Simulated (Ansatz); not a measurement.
# CH6NSi: the cost of one run

Method: UKS PBE-D4/6-31G*, in Ansatz 0.2.0.

## 1. Starting point

Bond lengths: C1–Si2 1.732 Å, Si2–N3 1.688 Å, C1–H4 1.033 Å, C1–H5 1.132 Å, Si2–H6 1.490 Å, Si2–H7 1.491 Å, N3–H8 1.074 Å, N3–H9 1.037 Å. Angles: C1–Si2–N3 106.4°, C1–Si2–H6 112.1°, C1–Si2–H7 112.5°, N3–Si2–H6 107.0°, N3–Si2–H7 108.5°, H6–Si2–H7 110.1°, Si2–C1–H4 121.9°, Si2–C1–H5 121.2°, H4–C1–H5 116.8°, Si2–N3–H8 105.5°, Si2–N3–H9 110.1°, H8–N3–H9 103.6°.

As a file:

```xyz
9

C    -0.8821    0.5379   -1.0451
Si    0.5330    0.1161   -0.1393
N     0.0496   -1.0423    0.9894
H    -1.4777   -0.1779   -1.4929
H    -1.1714    1.6194   -1.2098
H     1.0711    1.2735    0.6293
H     1.6037   -0.4740   -0.9932
H     0.9349   -1.2871    1.5464
H    -0.5726   -0.6119    1.6982
```

## 2. Preparing the start

File input.yaml:

```yaml
crystal:
  periodic: [false, false, false]
  atoms:
    - { symbol: C, position_ang: [-0.8821, 0.5379, -1.0451] }
    - { symbol: Si, position_ang: [0.533, 0.1161, -0.1393] }
    - { symbol: "N", position_ang: [0.0496, -1.0423, 0.9894] }
    - { symbol: H, position_ang: [-1.4777, -0.1779, -1.4929] }
    - { symbol: H, position_ang: [-1.1714, 1.6194, -1.2098] }
    - { symbol: H, position_ang: [1.0711, 1.2735, 0.6293] }
    - { symbol: H, position_ang: [1.6037, -0.474, -0.9932] }
    - { symbol: H, position_ang: [0.9349, -1.2871, 1.5464] }
    - { symbol: H, position_ang: [-0.5726, -0.6119, 1.6982] }
magnetization:
  spin_polarized: true
  initial_magnetization: 1
basis:
  gaussian: { orbitals: "6-31G*" }
hamiltonian:
  xc: pbe
  dispersion: d4
relax:
  f_tol: 0.02
  max_steps: 40
```

Launch:

```console
ansatz run input.yaml --threads 1 --pin off --max-ram 2048MiB --backend cpu --events-out ev --progress --plain --runs-dir out
```

**Question.** How long does this run take on 1 thread of Arm Neoverse V1, shared host, and how much memory does it need?

About 25 s, with a peak of 0.15 GiB.
